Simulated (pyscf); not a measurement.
H₃C–CH(CH₃)–O–Al(CH₃)–CH₃ → H₂C=C(CH₃)–O–Al(CH₃)–CH₃ + H₂, gas phase, singlet surface. Structures and frequencies: ωB97X-D3(BJ)/def2-SVP in PySCF. ΔG in kcal/mol from ωB97M-D3(BJ)/def2-TZVP energies (ideal gas, 1 atm, RRHO with modes under 100 cm⁻¹ raised to 100, one conformer, R ln 2 for chiral ones without a mode under 150 cm⁻¹).

```
T (K)     ΔG
-----  -----
298    +15.9
600        ?
900     -3.6
1200   -13.6
```

Fit a line to the three values, predict ΔG at 600 K, and estimate where the reaction turns favourable at 1 atm of each gas.

Least squares gives ΔG = +25.7 − 32.7 × T/1000 K, so ΔS is about +137 J/(mol K) and ΔH about +25.7 kcal/mol over this range (ΔH at 298 K: +24.8). At 600 K the line gives +6.1; the computed value is +6.3. ΔG = 0 falls near 790 K; 1 kcal/mol in the energy moves that by 31 K. This is thermodynamics alone and says nothing of the barrier.
